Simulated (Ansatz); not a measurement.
Results of PBEsol in Ansatz (PAW) for hcp Be.

Numerical settings: plane-wave cutoff 520 eV, 30×30×16 k mesh (along the axes of the cell as run), Fermi–Dirac smearing 0.05 eV, scalar-relativistic PAW data made under PBE.

Computed at the level's own relaxed cell.

Task: Estimate the pressure derivative B′ of the bulk modulus, lattice parameter a, equilibrium volume per atom, c axis length and bulk modulus that the calculation returns.

Result: 
- pressure derivative B′ of the bulk modulus: 3.3
- lattice parameter a: 2.257 Å
- equilibrium volume per atom: 7.84 Å³/atom
- c axis length: 3.553 Å
- bulk modulus: 124 GPa

The run finds no gap.

Measured, for comparison: lattice constant a 2.286 Å (293 K, no zero-point or thermal correction, our sources range from 2.286 to 2.290; as tabulated in Wikipedia's data pages); lattice parameter c 3.584 Å (293 K, no zero-point or thermal correction; as tabulated in Wikipedia's data pages); bulk modulus 117 GPa (room temperature, no zero-point or thermal correction, our sources range from 97.2 to 117; as tabulated in arXiv:2410.04971). Computed (rounded) less measured: lattice constant a -1.3 % (-1.3 % to -1.4 % over the range), lattice parameter c -0.9 %, bulk modulus not scored (sources differ). A static lattice is as a rule a little smaller and stiffer than an uncorrected measurement, which narrows the difference in the lattice constant a, lattice parameter c, bulk modulus and would widen misses of the other sign.

Note: the bulk modulus comes from volumes at which shape and atoms were relaxed.

Cost on a shared machine: about 2.6 core-minutes (a rough figure).

Ansatz is a first-principles code.
